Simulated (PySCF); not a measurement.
**Assigning NMR signals**

Geometry (Å), atoms numbered from 1 in this order:
```xyz
16

C    -2.314    0.774    0.025
C    -1.533   -0.534    0.150
C    -0.110   -0.276    0.529
C     0.939   -0.587   -0.212
C     2.361   -0.300    0.171
O     3.038    0.467   -0.805
H    -1.895    1.389   -0.768
H    -3.357    0.574   -0.209
H    -2.271    1.336    0.955
H    -2.001   -1.156    0.919
H    -1.573   -1.078   -0.796
H     0.033    0.207    1.489
H     0.815   -1.059   -1.178
H     2.394    0.205    1.148
H     2.928   -1.233    0.242
H     2.540    1.278   -0.954
```

PySCF calculation with GIAO PBE0/pcSseg-1 shieldings and structure optimised with GFN2-xTB; gas phase, rapidly exchanging positions averaged, one computed conformer, non-relativistic.

Shifts are taken against calculated references (same method and geometry level): $^{13}$C and $^{1}$H against TMS.

Problem. Assign these signals to the numbered atoms. $^{13}$C{$^{1}$H} NMR (computed): δ 143.3, 138.7, 70.7, 32.0, 17.5.

Solution. 
143.3 → C3, alkene CH: as expected for a trigonal carbon in a double bond
138.7 → C4, alkene CH
70.7 → C5, allylic sp3 CH2 bonded to O: deshielded by the electronegative neighbour
32.0 → C2, allylic sp3 CH2: a saturated carbon with 2 carbon neighbours and no heteroatom attached
17.5 → C1, methyl carbon: aliphatic region, no heteroatom directly attached

Problem. Assign these signals to the numbered atoms. $^{1}$H NMR (300 MHz, computed): δ 6.05 (m, 1H), 5.86 (m, 1H), 4.33 (d, 2H), 2.09 (m, 2H), 1.05 (t, 3H), 0.07 (br s, 1H).

Solution. 
| δ (ppm) | atoms | environment | reason |
| --- | --- | --- | --- |
| 6.05 | H13 | hydrogen on an alkene CH | olefinic region |
| 5.86 | H12 | hydrogen on an alkene CH | – |
| 4.33 | H14/H15 | hydrogen on an allylic sp3 CH2 bonded to O | its carbon carries O, which withdraws density |
| 2.09 | H10/H11 | hydrogen on an allylic sp3 CH2 | allylic position |
| 1.05 | H7/H8/H9 | hydrogen on a methyl carbon | – |
| 0.07 | H16 | hydrogen on an alcohol oxygen | labile proton, position sensitive to the medium |

Exchangeable OH/NH protons stand at their gas-phase positions; hydrogen bonding in a real sample shifts them, mostly to higher δ. Shifts are as computed. Against solution values, carbons near 30 ppm lie about +3 ppm off and those near 130 ppm about +5 ppm. Of 1313 compounds with measured shifts, 239 miss one by over three times the rms of a fit or turn the order of signals round; such compounds aren't used in these exercises. Multiplicities follow the n + 1 count of equivalent neighbours, as no J values were calculated; m marks all less simple cases, F and P coupling included.
